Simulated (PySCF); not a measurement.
# How methods differ on the ionisation energy of C

C [He] 2s2 2p2 (3P) → C⁺ [He] 2s2 2p1 (2P), as a difference of total energies. Calculation: PySCF 2.14, in pcseg-2 (4s3p2d1f, 30 functions); the non-relativistic Hamiltonian (point nucleus). Correlated levels: valence: 1s2 frozen. The calculations carry no spin-orbit coupling.

```
           method  ionisation energy (eV)  error (eV)
              UHF                  10.788      -0.474
             BP86                  11.596      +0.334
            B3LYP                  11.551      +0.289
    MP2 (valence)                  11.207      -0.055
SCS-MP2 (valence)                  11.081      -0.181
   CCSD (valence)                  11.103      -0.159
CCSD(T) (valence)                  11.124      -0.138
```

Reference: 11.262 eV (measured; NIST levels, between the centres of gravity of the two terms).

Errors of the correlated levels include the incompleteness of this basis and the frozen core.
